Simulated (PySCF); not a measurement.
# Which basis set comes closest?

Molecule: `S=C=S`, CS$_{2}$.

Atom-mapped SMILES (the numbers label the heavy atoms): `[S:1]=[C:2]=[S:3]`.

Geometry PBE0-D3(BJ)/def2-SVP throughout; GIAO in PySCF 2.14.0 with density-fitted response routines, gas phase, one conformer, non-relativistic; equivalent atoms averaged; functional PBE0.

Reference values (measured; gas; Olsson, Cremer, J. Chem. Phys. 1996, 105, 8995 (gas-phase data of Jameson 1987, Jameson 1981, Wasylishen 1984)): δ(C2) = 203.1 ppm vs CH4 (gas). Computed shifts are taken against CH4, calculated as an isolated molecule at each level.

Task: How do the basis sets STO-3G, 6-31G, pcSseg-0, 6-31G*, def2-SVP, cc-pVDZ, pcSseg-1, aug-cc-pVDZ, 6-311+G(2d,p), cc-pVTZ, def2-TZVP, pcSseg-2, IGLO-III, pcSseg-3 perform against the reference? Times are CPU seconds on shared hosts with different chips, so compare them loosely.

Result: 
```tsv
basis set	functions	C2	abs. error C	core-s
STO-3G	23	152.5	50.6	0.72
6-31G	35	204.6	1.5	1.6
pcSseg-0	35	220.2	17.1	1.3
6-31G*	50	195.2	7.9	1.9
def2-SVP	50	201.2	1.9	1.6
cc-pVDZ	50	202.7	0.4	2
pcSseg-1	65	212.1	9.0	3
aug-cc-pVDZ	77	203.1	0.0	2.7
6-311+G(2d,p)	97	210.0	6.9	3
cc-pVTZ	98	212.0	8.9	3.5
def2-TZVP	105	213.3	10.2	3.4
pcSseg-2	122	219.9	16.8	3
IGLO-III	123	217.1	14.0	3.6
pcSseg-3	224	220.3	17.2	11
```

For 13C the closest is aug-cc-pVDZ (0.0 ppm) and the furthest STO-3G (50.6 ppm). Where a smaller basis beats a larger one, errors probably cancel; the largest sets show where the functional converges. One molecule is a small sample, and vibrational effects are absent from the calculation.

A small basis that lands close on one nucleus may do so by chance; judge by the trend and by all nuclei.
